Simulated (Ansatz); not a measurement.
# AlNH (doublet): wave-function methods side by side at scale of all distances = 1.108, 6-31G

How much of the correlation energy of AlNH (doublet) does each wave-function method recover here?

The runs use Ansatz 0.2.0, Gaussian basis; 6-31G, core rule «outside noble gas», up to 6 orbitals frozen.

Plan: UHF; CCSD(T) on ROHF; CCSD(T) on UHF; BCCD(T) on ROHF; CISD; CCSDT(Q) on ROHF; CCSDT(Q) on UHF; CISDTQ; CCSDTQ on ROHF; CASSCF and MRCISD+Q, 3 electrons in 3 orbitals; CASSCF and NEVPT2, 3 electrons in 3 orbitals; CASSCF and MRCISD+Q, 9 electrons in 9 orbitals; CASSCF and NEVPT2, 9 electrons in 9 orbitals; Full CI.

16 further runs of the same task are left out: 1 for a known fault of the program, 11 that didn't finish, 4 set aside as unsound or not needed.

**1. What is computed**

The geometry derives from a PBE0/def2-TZVP stationary point (not a proven minimum). All distances are scaled together.

3 atoms, charge 0, spin multiplicity 2.

Atoms are counted from 1 here; the program's logs count them from 0.

Bond lengths: Al1–N2 1.920 Å, Al1–H3 1.751 Å. Angles: N2–Al1–H3 180.0°.

**2. UHF**

in.yaml reads:

```yaml
crystal:
  periodic: [false, false, false]
  atoms:
    - {symbol: Al, position_ang: [0.000000, 0.000000, 0.056323]}
    - {symbol: N, position_ang: [0.000000, 0.000000, -1.863391]}
    - {symbol: H, position_ang: [0.000000, 0.000000, 1.807068]}
basis:
  gaussian: {orbitals: 6-31G}
magnetization: {spin_polarized: true, initial_magnetization: 1}
hamiltonian: {xc: hf}
output: {orbitals: {seedname: orbitals}}
```

Started as:

```console
$ ansatz run in.yaml --threads 1 --pin off --events-out ev --progress --plain --max-ram 2393MiB
```

The runs that follow: CCSD(T) on ROHF; CCSD(T) on UHF; BCCD(T) on ROHF; CISD; CCSDT(Q) on ROHF; CCSDT(Q) on UHF; CISDTQ; CCSDTQ on ROHF; CASSCF and MRCISD+Q, 3 electrons in 3 orbitals; CASSCF and NEVPT2, 3 electrons in 3 orbitals; CASSCF and MRCISD+Q, 9 electrons in 9 orbitals; CASSCF and NEVPT2, 9 electrons in 9 orbitals; Full CI.

**Question.** What will the summary of the whole plan be? Wanted: FCI below the RHF energy; RMP2 from FCI; UMP2 from FCI; RCCSD from FCI; RCCSD(T) from FCI; UCCSD(T) from FCI; RCCSDT(Q) from FCI; UCCSDT(Q) from FCI; NEVPT2 pair from FCI.

**Answer**, as computed:

| quantity | value |
| --- | --- |
| FCI below the RHF energy | -4.9229 eV |
| RMP2 from FCI | +20.27 kcal/mol |
| UMP2 from FCI | +37.83 kcal/mol |
| RCCSD from FCI | +8.23 kcal/mol |
| RCCSD(T) from FCI | +1.62 kcal/mol |
| UCCSD(T) from FCI | +3.29 kcal/mol |
| RCCSDT(Q) from FCI | +0.12 kcal/mol |
| UCCSDT(Q) from FCI | -0.40 kcal/mol |
| NEVPT2 pair from FCI | +22.68 kcal/mol |
| MRCISD+Q pair from FCI | +4.33 kcal/mol |
| NEVPT2 valence from FCI | +8.08 kcal/mol |
| levels within 1 kcal/mol (43 meV) | RCCSDT, UCCSDT, RCCSDT(Q), UCCSDT(Q), RCCSDTQ, MRCISD+Q valence |
| T1 diagnostic | 0.067 |
| effectively unpaired electrons | 1.29 |

What this shows: RCCSD(T) lands +1.62 kcal/mol from the yardstick (1.4 % of the correlation energy). CCSD(T) misses by +1.62 kcal/mol on the restricted determinant and by +3.29 kcal/mol on the unrestricted one; the two need not hold the same state or core. UCCSDT(Q) falls below full CI: unrestricted runs freeze a spin-polarised core, another one than full CI's, and coupled cluster isn't variational. The occupations show some static correlation. Of the multireference levels listed MRCISD+Q valence comes nearest in total energy (+0.93 kcal/mol), which doesn't show that its space is the better one. These misses are within one basis, not against nature; the frozen cores of restricted and unrestricted runs differ, which can shift their rows.
